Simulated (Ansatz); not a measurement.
Reaction (ligand exchange at the Si–Cl bond): `C[Si]Cl` + H₂S → `C[Si]S` + HCl

Gas-phase electronic energies from Ansatz, PBE0-D4/def2-TZVP geometries. CCSD(T)/CBS is the MP2 limit (def2-TZVPP, def2-QZVPP) plus CCSD(T) − MP2 in def2-TZVPP, frozen cores. This one scheme is used for every species. Functionals use def2-TZVPP. HSE06 is defined as in plane-wave codes. Each species was taken in one conformer, which may not be the lowest.

```json
{"level": "LDA (SPW92)", "ΔE (kJ/mol)": "10.3", "difference from CCSD(T)/CBS": "-7.2"}
{"level": "revPBE-D4", "ΔE (kJ/mol)": "10.8", "difference from CCSD(T)/CBS": "-6.7"}
{"level": "BLYP-D4", "ΔE (kJ/mol)": "17.7", "difference from CCSD(T)/CBS": "0.2"}
{"level": "r2SCAN-D4", "ΔE (kJ/mol)": "14.1", "difference from CCSD(T)/CBS": "-3.4"}
{"level": "CAM-B3LYP-D4", "ΔE (kJ/mol)": "22.2", "difference from CCSD(T)/CBS": "4.7"}
{"level": "B2PLYP", "ΔE (kJ/mol)": "19.8", "difference from CCSD(T)/CBS": "2.3"}
{"level": "revPBE", "ΔE (kJ/mol)": "14.3", "difference from CCSD(T)/CBS": "-3.2"}
{"level": "PBE0", "ΔE (kJ/mol)": "15.1", "difference from CCSD(T)/CBS": "-2.4"}
{"level": "r2SCANh", "ΔE (kJ/mol)": "15.2", "difference from CCSD(T)/CBS": "-2.3"}
{"level": "HSE06", "ΔE (kJ/mol)": "14.9", "difference from CCSD(T)/CBS": "-2.6"}
{"level": "CAM-B3LYP", "ΔE (kJ/mol)": "23.7", "difference from CCSD(T)/CBS": "6.2"}
{"level": "CCSD(T)/def2-SVP", "ΔE (kJ/mol)": "16.1", "difference from CCSD(T)/CBS": "-1.4"}
{"level": "HF/def2-TZVPP", "ΔE (kJ/mol)": "29.9", "difference from CCSD(T)/CBS": "12.4"}
{"level": "MP2/def2-TZVPP", "ΔE (kJ/mol)": "15.6", "difference from CCSD(T)/CBS": "-1.9"}
{"level": "CCSD/def2-TZVPP", "ΔE (kJ/mol)": "19.6", "difference from CCSD(T)/CBS": "2.1"}
{"level": "MP2/CBS(def2)", "ΔE (kJ/mol)": "16.3", "difference from CCSD(T)/CBS": "-1.2"}
{"level": "CCSD(T)/CBS", "ΔE (kJ/mol)": "17.5", "difference from CCSD(T)/CBS": "0"}
```

Largest T1 diagnostic among the species: 0.014.

From BLYP to BHLYP (50 % exact exchange), in def2-TZVPP and without D4, ΔE moves by +3.5 kJ/mol. In def2-TZVPP, CCSD(T) changes the Hartree–Fock value by −13.1 kJ/mol (the triples alone add −2.8 kJ/mol) and MP2 by −14.3 kJ/mol.
